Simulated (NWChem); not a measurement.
All runs are NWChem calculations. System: Si (+1), charge 1, spin multiplicity 2. Its SCF solution wasn't tested for a lower state. Level: UB3LYP/def2-TZVP, VWN1-RPA local correlation.

Input file:

```
start mol
memory heap 200 mb stack 900 mb global 1100 mb
charge 1
geometry units angstroms nocenter noautoz
  Si     0.000000     0.000000     0.000000
  symmetry group D2h
end
basis spherical
  * library def2-tzvp
end
dft
  xc b3lyp
  odft
  mult 2
  semidirect memsize 60000000 filesize 0
  iterations 100
end
task dft energy
```

NWChem printed:

```
             Northwest Computational Chemistry Package (NWChem) 7.3.0
             --------------------------------------------------------

                                NWChem Input Module
                                -------------------

 Scaling coordinates for geometry "geometry" by  1.889725989
 (inverse scale =  0.529177249)

                             Geometry "geometry" -> ""
                             -------------------------

 Output coordinates in angstroms (scale by  1.889725989 to convert to a.u.)

  No.       Tag          Charge          X              Y              Z
 ---- ---------------- ---------- -------------- -------------- --------------
    1 Si                  14.0000     0.00000000     0.00000000     0.00000000

 Effective nuclear repulsion energy (a.u.)       0.0000000000

            Nuclear Dipole moment (a.u.)
            ----------------------------
        X                 Y               Z
 ---------------- ---------------- ----------------
     0.0000000000     0.0000000000     0.0000000000

      Symmetry information
      --------------------

 Group name             D2h
 Group number             26
 Group order               8
 No. of unique centers     1

      Symmetry unique atoms

     1


 Summary of "ao basis" -> "" (spherical)
 ------------------------------------------------------------------------------
       Tag                 Description            Shells   Functions and Types
 ---------------- ------------------------------  ------  ---------------------
 *                         def2-tzvp                  on all atoms

                                 NWChem DFT Module
                                 -----------------

 Summary of "ao basis" -> "ao basis" (spherical)
 ------------------------------------------------------------------------------
       Tag                 Description            Shells   Functions and Types
 ---------------- ------------------------------  ------  ---------------------
 Si                        def2-tzvp                13       37   5s5p2d1f

 Summary of "ao basis" -> "ao basis" (spherical)
[...]
                     -----------------------------------------

 Vector    4  Occ=1.000000D+00  E=-4.025637D+00  Symmetry=b3u
              MO Center=  3.8D-19,  2.0D-34, -2.7D-34, r^2= 1.0D-01
   Bfn.  Coefficient  Atom+Function         Bfn.  Coefficient  Atom+Function
  ----- ------------  ---------------      ----- ------------  ---------------
     6      0.715659  1 Si px                 9      0.342551  1 Si px
    12      0.079640  1 Si px

 Vector    5  Occ=1.000000D+00  E=-4.008866D+00  Symmetry=b1u
              MO Center= -9.0D-18,  3.8D-18,  7.7D-17, r^2= 1.0D-01
   Bfn.  Coefficient  Atom+Function         Bfn.  Coefficient  Atom+Function
  ----- ------------  ---------------      ----- ------------  ---------------
     8      0.716546  1 Si pz                11      0.342537  1 Si pz
    14      0.077817  1 Si pz

 Vector    6  Occ=1.000000D+00  E=-7.112822D-01  Symmetry=ag
              MO Center=  1.3D-16,  1.3D-16,  1.1D-16, r^2= 1.4D+00
   Bfn.  Coefficient  Atom+Function         Bfn.  Coefficient  Atom+Function
  ----- ------------  ---------------      ----- ------------  ---------------
     4      0.853583  1 Si s                  3     -0.445390  1 Si s
     5      0.318257  1 Si s                  2      0.104909  1 Si s
     1      0.078078  1 Si s                 23     -0.026103  1 Si d  0

 Vector    7  Occ=0.000000D+00  E=-3.931598D-01  Symmetry=b3u
              MO Center= -1.6D-16,  2.8D-32, -5.9D-34, r^2= 2.1D+00
   Bfn.  Coefficient  Atom+Function         Bfn.  Coefficient  Atom+Function
  ----- ------------  ---------------      ----- ------------  ---------------
    15      0.610702  1 Si px                18      0.329791  1 Si px
    12      0.205995  1 Si px                 6     -0.193468  1 Si px
     9     -0.089774  1 Si px

 Vector    8  Occ=0.000000D+00  E=-3.931598D-01  Symmetry=b2u
              MO Center=  1.8D-32, -1.7D-16, -3.9D-33, r^2= 2.1D+00
   Bfn.  Coefficient  Atom+Function         Bfn.  Coefficient  Atom+Function
  ----- ------------  ---------------      ----- ------------  ---------------
    16      0.610702  1 Si py                19      0.329791  1 Si py
    13      0.205995  1 Si py                 7     -0.193468  1 Si py
    10     -0.089774  1 Si py

 Vector    9  Occ=0.000000D+00  E=-3.555385D-01  Symmetry=b1u
              MO Center= -8.0D-16,  8.9D-16, -4.1D-16, r^2= 2.3D+00
   Bfn.  Coefficient  Atom+Function         Bfn.  Coefficient  Atom+Function
  ----- ------------  ---------------      ----- ------------  ---------------
    17      0.569675  1 Si pz                20      0.380355  1 Si pz
    14      0.201825  1 Si pz                 8     -0.188140  1 Si pz
    11     -0.085617  1 Si pz

   alpha - beta orbital overlaps
   -----------------------------

   alpha      1      2      3      4      5      6      7      8      9     10
    beta      1      2      4      3      5      6      9      7      8     13
 overlap   1.000  1.000  1.000  1.000  1.000  0.998  0.996  1.000  1.000  1.000

   alpha     11     12     13     14     15     16     17     18     19     20
    beta     14     17     10     11     12     18     15     16     22     21
 overlap   1.000  0.987  1.000  1.000  0.989  0.996  1.000  1.000  1.000  1.000

   alpha     21     22     23     24     25     26     27     28     29     30
    beta     19     20     23     27     26     30     29     28     25     24
 overlap   1.000  1.000  0.999  1.000  1.000  0.999  0.999  0.999  1.000  1.000

   alpha     31     32     33     34     35     36     37
    beta     33     31     32     34     35     36     37
 overlap   1.000  0.999  0.999  1.000  1.000  1.000  1.000

     --------------------------
     Expectation value of S2:
     --------------------------
      <S2> =      0.7544 (Exact =     0.7500)

 Task  times  cpu:        0.6s     wall:        0.6s

 Total times  cpu:        0.7s     wall:        0.7s
```
